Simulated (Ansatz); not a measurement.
Basis sets compared for [S5]2- (S5²⁻). The state is a singlet with charge -2. Geometry PBE-D4/def2-SVPD. Ansatz on 4 threads of Arm Neoverse V1 on a shared host; times are rough, and most runs start from earlier orbitals.

Cartesian coordinates in Å:
```
S -2.533 -0.980 1.810
S -0.518 -0.429 1.741
S 0.504 -0.940 -0.102
S 0.488 0.486 -1.734
S 2.059 1.863 -1.716
```

A multiply charged anion in the gas phase is held together partly by the finite basis. At PBE-D4/def2-SVPD, PBE-D4/def2-TZVPD, PBE0-D4/def2-SVPD, PBE0-D4/def2-TZVPD the highest occupied level of the charge -2 singlet lies above zero (up to 3.30 eV). The electron is either unbound and held by the finite basis, or the level is raised by self-interaction error.

```json
{"level": "PBE-D4/def2-SVPD", "functions": "135", "energy (Eh)": "-1989.5781", "HOMO (eV)": "3.30", "LUMO (eV)": "4.79", "wall time": "1.5 s"}
{"level": "PBE0-D4/def2-SVPD", "functions": "135", "energy (Eh)": "-1989.7131", "HOMO (eV)": "2.32", "LUMO (eV)": "5.46", "wall time": "2.3 s"}
```

Q: Estimate the rows for PBE-D4/def2-TZVPD, PBE0-D4/def2-TZVPD.

A: 
```
             level  functions  energy (Eh)  HOMO (eV)  LUMO (eV)  wall time
 PBE-D4/def2-TZVPD        230   -1990.2578       3.29       4.80      2.7 s
PBE0-D4/def2-TZVPD        230   -1990.3881       2.35       5.44      5.5 s
```
